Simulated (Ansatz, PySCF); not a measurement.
Molecule: cyclopropane, C3H6, charge 0, multiplicity 1. 
Coordinates optimised at B3LYP-D3(BJ)/def2-TZVP (Ansatz, a first-principles code):
```
C
H 1 1.0816
H 1 1.0816 2 114.23
C 1 1.5034 2 118.05 3 -145.49
H 4 1.0816 1 118.05 2 0.00
H 4 1.0816 5 114.23 1 -145.49
C 1 1.5034 2 118.05 3 145.49
H 7 1.0816 1 118.05 2 -144.17
H 7 1.0816 8 114.23 1 -145.49
```
Charge 0, spin multiplicity 1.

Total electronic energies in hartree. Cores are frozen in the correlated levels unless marked. Spin-orbit coupling is left out. Non-relativistic. CBS marks a two-point X^-3 extrapolation of the correlation energy; Hartree-Fock from the larger set. [CCSD(T)-MP2]/basis is that difference in the basis named.

| level | program | energy (Eh) |
|---|---|---|
| HF/cc-pwCVTZ | Ansatz | -117.10202 |
| RI-HF/cc-pVQZ | Ansatz | -117.10863 |
| BLYP/def2-TZVPD | PySCF | -117.86605 |
| TPSS-D4/def2-TZVPD | PySCF + dftd4 | … |
| PBE0-D4/def2-TZVPD | Ansatz + dftd4 | -117.79399 |
| PBE0/def2-QZVPP | Ansatz | -117.79911 |
| r2SCAN0/def2-TZVPD | Ansatz | … |
| PW6B95-D3(BJ)/def2-TZVPD | PySCF + dftd3 | -118.09362 |
| CAM-B3LYP/def2-TZVPD | Ansatz | -117.86536 |
| LC-wPBE/def2-TZVPD | Ansatz | … |
| B2GP-PLYP/def2-TZVPD | Ansatz | -117.79164 |
| B2PLYP/def2-TZVPD | Ansatz | -117.81616 |
| SCS-MP2/aug-cc-pVDZ | Ansatz | -117.50909 |
| RI-MP2/CBS(aug-cc-pVTZ,aug-cc-pVQZ)+[CCSD(T)-MP2]/aug-cc-pVTZ | Ansatz | -117.7327 |
| RI-MP2/CBS(cc-pVTZ,cc-pVQZ)+[CCSD(T)-MP2]/cc-pVTZ | Ansatz | -117.7318 |

### Question
Some entries are withheld; supply them.

### Answer

- TPSS-D4/def2-TZVPD, energy (Eh): -117.96853
- r2SCAN0/def2-TZVPD, energy (Eh): -117.85174
- LC-wPBE/def2-TZVPD, energy (Eh): -117.86744
